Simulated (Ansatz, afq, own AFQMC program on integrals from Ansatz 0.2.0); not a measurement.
H3O⁺, triplet in 6-31G, levels against full CI

```
atom    x (Å)    y (Å)    z (Å)
   O   0.0002  -0.0001  -0.0419
   H   0.9410   0.0142   0.2253
   H  -0.4835   0.8094   0.2180
   H  -0.4600  -0.8219   0.2221
```

Basis 6-31G. Noble-gas cores (and the filled d shells of Ga–Kr and In–Xe) are frozen. Integrals, coupled cluster, full CI and functionals: Ansatz 0.2.0; the random walks run on the same integrals in our own AFQMC program. The CISD trial takes its coefficients from CCSD amplitudes. Released means that phaseless walkers are propagated on without the constraint, phases kept. Free AFQMC starts from the CCSD state and is never constrained. Its projection time is finite, and what remains of the start isn't in its error. ± is one standard error of the sampling.

Determinant: UHF, the one that the program's search chose, which needn't be the lowest solution. The geometry is a PBE0/def2-TZVP stationary point of this or a neighbouring charge and spin state.

Full CI on the same integrals is exact in this basis and with this determinant's frozen core.

Cautions: another spin lies lower (by 11.09 eV); the released energies move by 1.5 errors or more from one time to the next, so no released level is given (meV from the phaseless value at times in 1/Eh: 2 ± 3 at 0.24, 0.3 ± 2.4 at 0.51, -1.3 ± 2.4 at 0.99, -7 ± 3 at 1.62, 2 ± 3 at 2.40), though the last usable value meets full CI within the noise.

- T1 diagnostic: 0.0077
- weight of the determinant in the CISD state: 0.958
- ⟨S²⟩ of the determinant: 2.002
- size of the correlated space: 8 electrons in 14 orbitals

Reference: full CI, correlation energy -3.167 eV.

| level | E − E(reference) (meV) | share of correlation (%) |
| --- | --- | --- |
| HF | 3167.1 | 0.00 |
| MP2 | 421.0 | 86.71 |
| CCSD | 48.3 | 98.48 |
| CCSD(T) | 12.2 | 99.61 |
| CCSDT | 5.3 | 99.83 |
| CCSDT(Q) | 0.4 | 99.99 |
| CCSDTQ | 0.1 | 100.00 |
| ph-AFQMC/HF | -6.7 ± 24.4 | 100.21 |
| ph-AFQMC/CISD | -0.3 ± 2.8 | 100.01 |
| free AFQMC | -5.3 ± 4.3 | 100.17 |

CCSDT and higher add their correlation energy to the determinant of the CCSD(T) run, since their own runs factorise the integrals more tightly (a shift of under 2 meV). Free projections are given only where their last times agree within the noise and don't stop above the reference; a slow remainder of the start can still hide under it. A walk keeps the symmetry of its determinant, which the program's search chose and which needn't be the lowest solution, so a lower state of the same spin and another symmetry isn't excluded.
